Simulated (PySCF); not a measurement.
Molecule: `InChI=1S/C4H6O2/c5-4(6)3-1-2-3/h3H,1-2H2,(H,5,6)`.

Geometry:
```csv
atom,x (Å),y (Å),z (Å)
O1,1.816,-0.079,-1.735
C2,1.170,0.091,-0.734
O3,1.697,0.643,0.375
C4,-0.256,-0.274,-0.578
C5,-1.169,0.568,0.282
C6,-0.768,-0.784,0.749
H7,2.623,0.837,0.165
H8,-0.665,-0.710,-1.491
H9,-2.186,0.719,-0.087
H10,-0.721,1.433,0.777
H11,-0.043,-0.849,1.564
H12,-1.499,-1.595,0.712
```

Spin–spin couplings on one PBE0-D3(BJ)/def2-SVP geometry, PySCF 2.14.0 with density-fitted response routines, gas phase, non-relativistic, equivalent pairs averaged (without the spin–dipole term); isotopes ¹H; basis pcJ-1.

Reference values (Hz): ³J(H8,H9) = 8.0 (measured; solution (compiled); Pretsch, Buehlmann, Badertscher, Structure Determination of Organic Compounds, 4th ed., Springer 2009); ³J(H8,H10) = 4.6 (measured; solution (compiled); Pretsch, Buehlmann, Badertscher, Structure Determination of Organic Compounds, 4th ed., Springer 2009); ²J(H9,H10) = -4.0 (measured; solution (compiled); Pretsch, Buehlmann, Badertscher, Structure Determination of Organic Compounds, 4th ed., Springer 2009).

How do the couplings (Hz) change with the functional? Times are CPU seconds on shared hosts with different chips, so compare them loosely.

Answers


```
functional  functions  ³J(H8,H9)  ³J(H8,H10)  ²J(H9,H10)  mean abs. error  core-s
        HF        222       11.0         6.5       -16.5              5.8      28
       LDA        222        7.6         4.3        -2.5              0.7      18
       PBE        222        8.9         5.2        -4.2              0.6      24
       KT2        222       10.9         6.7        -6.1              2.3      26
     B3LYP        222        9.5         5.5        -4.7              1.0      20
      PBE0        222        9.0         5.3        -5.9              1.2      25
     B97-2        222        8.4         4.9        -4.7              0.4      25
 BHandHLYP        222        9.9         5.7        -7.0              2.0      20
 CAM-B3LYP        222        9.4         5.4        -5.1              1.1      34
```

Errors compare magnitudes, without vibrational corrections, and the largest couplings weigh most in the mean. Closest: B97-2 and PBE, practically level; furthest: HF.
